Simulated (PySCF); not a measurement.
**Spin states of AlCl**

Unrestricted PBE0; PySCF, spin-free X2C with a Gaussian nucleus, basis sets Al x2c-SVPall, Cl x2c-SVPall. Outer shells of the fragments: Al 3s2 3p1; Cl 3s2 3p5.

Followed along the bond (rough minima from three points):

```csv
2Ms+1,unpaired,⟨S²⟩ at the start,R at minimum (Å),Te (eV)
1,none,0.00,2.15,0.00
3,"σ ↑, π ↑",2.00,2.13,2.88
```

Solutions found at the starting distance of 2.165 Å, counted from the lowest of them; the search is not exhaustive and high or unbound solutions are not listed, so other states can lie among these:

```
2Ms+1  unpaired   term  E (eV)  ⟨S²⟩  ⟨Lz²⟩  μ (D)
    1      none    ¹Σ⁺    0.00  0.00   0.00  -1.39
    3  σ ↑, π ↑     ³Π    2.89  2.00   1.00  -2.13
    1  σ ↑, π ↓  mixed    3.58  1.01   1.01  -1.67
    3      σ ↑↑    ³Σ⁺    5.47  2.01   0.00  -1.86
    3      π ↑↑  mixed    6.26  2.01   2.01   4.19
    3      π ↑↑  mixed    6.44  2.01   2.01   4.19
```

A term symbol is given only where ⟨S²⟩ and ⟨Lz²⟩ are close to those of a pure state; real π, δ and φ orbitals otherwise mix terms. A positive dipole means Al(−)Cl(+).

The measured ground state is X ¹Σ+ (Huber and Herzberg, Constants of Diatomic Molecules (1979)).

Counting both spins, an empty level lies below a filled one in some of these solutions, because spin and occupation are held.
